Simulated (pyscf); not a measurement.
PySCF, gas phase, ωB97X-D3(BJ)/def2-SVP geometries.

### Question
Estimate the classical barrier height and the reaction energy of `[F][C]([Cl])([Cl])[Cl]` + `[F]` [doublet] → `[Cl][C]([Cl])[Cl]` [doublet] + `[F][F]` at ωB97X-D3(BJ)/def2-TZVP. The step runs on the doublet surface, breaks C–F and forms F–F; take the separated reactants as zero.

### Answer
ΔE‡ = 288.1 kJ/mol, ΔE = +284.7 kJ/mol. ωB97M-D3(BJ)/def2-TZVP gives 291.1 kJ/mol and +290.9 kJ/mol. Zero-point energy shifts the barrier by -5.8 kJ/mol. It is an atom transfer, with an imaginary mode of 450i cm⁻¹. This is the saddle that the search found; another between the same sides may lie lower. The angle at the transferred F is 180°. Left out: the spin-orbit lowering of F.
